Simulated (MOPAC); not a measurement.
**MNDO run of C5H10 (trans-2-pentene)**

What is the vertical ionisation energy of C5H10 (trans-2-pentene) at MNDO? 

Program for the calculation: MOPAC 23.2.5.

6 further runs of the same task are left out: 6 set aside as unsound or not needed.

### Step 1. The system as given

C5H10 has 15 atoms, charge 0, and is taken as a singlet. As SMILES, `C/C=C/CC`. The shape was relaxed beforehand at MNDO. This is one conformer, not always the lowest.

Bond lengths: C1–C2 1.497 Å, C2–C3 1.346 Å, C3–C4 1.505 Å, C4–C5 1.532 Å, C1–H6 1.109 Å, C1–H7 1.111 Å, C1–H8 1.111 Å, C2–H9 1.096 Å, C3–H10 1.096 Å, C4–H11 1.116 Å, C4–H12 1.115 Å, C5–H13 1.109 Å, C5–H14 1.109 Å, C5–H15 1.109 Å. Some angles: C1–C2–C3 126.2°, C2–C3–C4 126.1°, C3–C4–C5 114.0°, C1–C2–H9 113.3°, C3–C2–H9 120.5°, C2–C1–H6 113.2°, C2–C1–H7 110.4°, C2–C1–H8 110.3°, C2–C3–H10 120.3°, C4–C3–H10 113.6°.

### Step 2. The harmonic vibrations at MNDO

Contents of c5h10.mop:

```
MNDO FORCE THERMO(200,600,200) CHARGE=0 AUX(PRECISION=6) THREADS=1
frequencies of C5H10

C     -0.858587 1    -2.139358 1     1.167111 1
C      0.054411 1    -1.158532 1     0.500610 1
C     -0.313359 1    -0.175665 1    -0.342733 1
C      0.609595 1     0.796146 1    -1.026858 1
C      0.551636 1     2.217468 1    -0.457257 1
H     -1.932038 1    -1.936767 1     0.976929 1
H     -0.705698 1    -2.123751 1     2.267044 1
H     -0.643688 1    -3.169250 1     0.810506 1
H      1.109604 1    -1.304254 1     0.757791 1
H     -1.369122 1    -0.033345 1    -0.598847 1
H      0.342979 1     0.827595 1    -2.110155 1
H      1.664247 1     0.437600 1    -0.988182 1
H     -0.468018 1     2.647196 1    -0.527945 1
H      1.235994 1     2.885210 1    -1.019997 1
H      0.858418 1     2.243135 1     0.607876 1
```

Launch:

```
mopac c5h10.mop
```

c5h10.out:

```text
MOPAC v23.2.5
MNDO CALCULATION RESULTS
[...]
           Empirical Formula: C5 H10  =    15 atoms
      MOLECULAR POINT GROUP   :   C1
[...]
 DIPOLE           X         Y         Z       TOTAL
 POINT-CHG.    -0.010     0.014     0.043     0.046
 HYBRID         0.021    -0.012    -0.033     0.041
 SUM            0.011     0.002     0.010     0.015
          GRADIENT NORM =   0.10566
[...]
          ZERO POINT ENERGY      89.794 KCAL/MOL
[...]
 FREQUENCY            66.21         C  4 -- C  5         +17.3% (824.1%)      0.0%
[...]
 FREQUENCY            86.93         C  1 -- H  7         +22.6% (588.0%)      0.1%
[...]
 FREQUENCY          3337.50         C  1 -- H  6         +39.5% ( 60.9%)     97.3%
[...]
 FREQUENCY          3343.08         C  5 -- H 15         +34.3% ( 56.7%)     96.4%
[...]
 FREQUENCY          3358.45         C  3 -- H 10         +50.1% ( 71.7%)    100.0%
[...]
 FREQUENCY          3376.31         C  2 -- H  9         +49.9% ( 71.0%)    100.0%
[...]
   TEMP. (K)   PARTITION FUNCTION   H.O.F.    ENTHALPY  HEAT CAPACITY ENTROPY
                                   KCAL/MOL   CAL/MOLE    CAL/K/MOL  CAL/K/MOL
 298.00  VIB.     0.6478D+02                  2588.7991    16.4334    16.9759
         ROT.     0.1041D+06                   888.2803     2.9808    25.9391
         INT.     0.6743D+07                  3477.0794    19.4142    42.9149
         TRA.     0.5678D+27                  1480.4672     4.9680    38.6583
         TOT.                      -10.357    4957.5465    24.3822    81.5732
 200.00  VIB.     0.1475D+02                  1248.0634    11.2351    11.5887
         ROT.     0.5723D+05                   596.1613     2.9808    24.7504
[...]
           FORCE CONSTANT IN CARTESIAN COORDINATES (Millidynes/A)
    ATOM   CHEMICAL       X               Y               Z
   NUMBER   SYMBOL  FORCE CONSTANT  FORCE CONSTANT  FORCE CONSTANT
      1       C        9.555521        9.136108        8.698261
      2       C       11.942618       13.010643        2.697744
      3       C       11.748920       13.025152        2.765830
      4       C        9.556753        9.133648        8.773519
      5       C        9.008661        9.050142        9.033364
      6       H        1.647283        5.181622        0.729397
      7       H        1.438712        2.284747        3.751727
      8       H        1.427308        1.543538        4.488738
      9       H        1.795383        5.476820        0.395056
     10       H        1.811847        5.469602        0.397889
[...]
 * JOB ENDED NORMALLY *
[...]
```

It took 0.18 s on 1 thread of Arm Neoverse V2, shared host.

### Step 3. The doublet cation: the energy at MNDO

Contents of c5h10.mop:

```
1SCF DISP DOUBLET CHARGE=1 UHF MNDO THREADS=1 AUX(PRECISION=6)
job C5H10

C -0.858587 1 -2.139358 1 1.167111 1
C 0.054411 1 -1.158532 1 0.500610 1
C -0.313359 1 -0.175665 1 -0.342733 1
C 0.609595 1 0.796146 1 -1.026858 1
C 0.551636 1 2.217468 1 -0.457257 1
H -1.932038 1 -1.936767 1 0.976929 1
H -0.705698 1 -2.123751 1 2.267044 1
H -0.643688 1 -3.169250 1 0.810506 1
H 1.109604 1 -1.304254 1 0.757791 1
H -1.369122 1 -0.033345 1 -0.598847 1
H 0.342979 1 0.827595 1 -2.110155 1
H 1.664247 1 0.437600 1 -0.988182 1
H -0.468018 1 2.647196 1 -0.527945 1
H 1.235994 1 2.885210 1 -1.019997 1
H 0.858418 1 2.243135 1 0.607876 1
```

Launch:

```
mopac c5h10.mop
```

c5h10.out:

```text
MOPAC v23.2.5
MNDO CALCULATION RESULTS
[...]
           Empirical Formula: C5 H10  =    15 atoms
      MOLECULAR POINT GROUP   :   C1
[...]
     SCF FIELD WAS ACHIEVED
[...]
                              SUM =        204.35107 KCAL/MOL = FINAL HEAT OF FORMATION
          TOTAL ENERGY            =       -772.35031 EV
          ELECTRONIC ENERGY       =      -3006.43158 EV
          CORE-CORE REPULSION     =       2234.08127 EV
          COSMO AREA              =        132.03 SQUARE ANGSTROMS
          COSMO VOLUME            =        116.96 CUBIC ANGSTROMS
          IONIZATION POTENTIAL    =         16.877415 EV
          ALPHA SOMO LUMO (EV)    =        -16.877 -6.778
          BETA  SOMO LUMO (EV)    =        -17.286 -8.824
          NO. OF ALPHA ELECTRONS  =         15
          NO. OF BETA  ELECTRONS  =         14
          MOLECULAR WEIGHT        =         70.1340         POINT GROUP:  C1
[...]
                             CARTESIAN COORDINATES
   1    C       -0.858587000    -2.139358000     1.167111000
   2    C        0.054411000    -1.158532000     0.500610000
   3    C       -0.313359000    -0.175665000    -0.342733000
   4    C        0.609595000     0.796146000    -1.026858000
   5    C        0.551636000     2.217468000    -0.457257000
   6    H       -1.932038000    -1.936767000     0.976929000
   7    H       -0.705698000    -2.123751000     2.267044000
   8    H       -0.643688000    -3.169250000     0.810506000
   9    H        1.109604000    -1.304254000     0.757791000
  10    H       -1.369122000    -0.033345000    -0.598847000
  11    H        0.342979000     0.827595000    -2.110155000
  12    H        1.664247000     0.437600000    -0.988182000
  13    H       -0.468018000     2.647196000    -0.527945000
[...]
              NET ATOMIC CHARGES AND DIPOLE CONTRIBUTIONS
  ATOM NO.   TYPE          CHARGE      No. of ELECS.   s-Pop       p-Pop
    1          C          -0.031798        4.0318     1.22097     2.81083
    2          C           0.171370        3.8286     1.25989     2.56874
    3          C           0.191118        3.8089     1.26117     2.54771
    4          C          -0.068996        4.0690     1.22102     2.84797
    5          C           0.030397        3.9696     1.22215     2.74745
    6          H           0.052655        0.9473     0.94735
    7          H           0.089350        0.9107     0.91065
    8          H           0.093881        0.9061     0.90612
    9          H           0.115794        0.8842     0.88421
   10          H           0.114890        0.8851     0.88511
   11          H           0.087130        0.9129     0.91287
   12          H           0.056847        0.9432     0.94315
[...]
 DIPOLE           X         Y         Z       TOTAL
 POINT-CHG.    -0.564    -2.226     0.559     2.364
 HYBRID         0.013    -0.171    -0.063     0.183
 SUM           -0.551    -2.398     0.496     2.510
[...]
                    (S**2)  =    0.753455
[...]
 * JOB ENDED NORMALLY *
[...]
```

Run time: 0.02 s. Hardware: 1 thread of Arm Neoverse V2, shared host.

### Step 4. Summary of results

At MNDO:

| quantity | value |
| --- | --- |
| run 2, MNDO: heat of formation | -10.4 kcal/mol |
| run 2, MNDO: lowest harmonic wavenumber | 66 cm⁻¹ |
| run 2, MNDO: highest harmonic wavenumber | 3376 cm⁻¹ |
| run 2, MNDO: zero-point energy | 375.7 kJ/mol |
| doublet cation: total energy | -28.38335 Eh |
| doublet cation: HOMO energy (over α and β) | -16.88 eV |
| doublet cation: LUMO energy (over α and β) | -8.82 eV |
| doublet cation: heat of formation | 204.4 kcal/mol |
| doublet cation: ⟨S²⟩ | 0.753 |
| vertical ionisation energy (to the doublet cation) | 9.311 eV |

In words: Removing an electron at fixed nuclei costs 9.31 eV (898 kJ/mol). All 39 modes (run 2, MNDO) are real, so the shape is a minimum at this level.
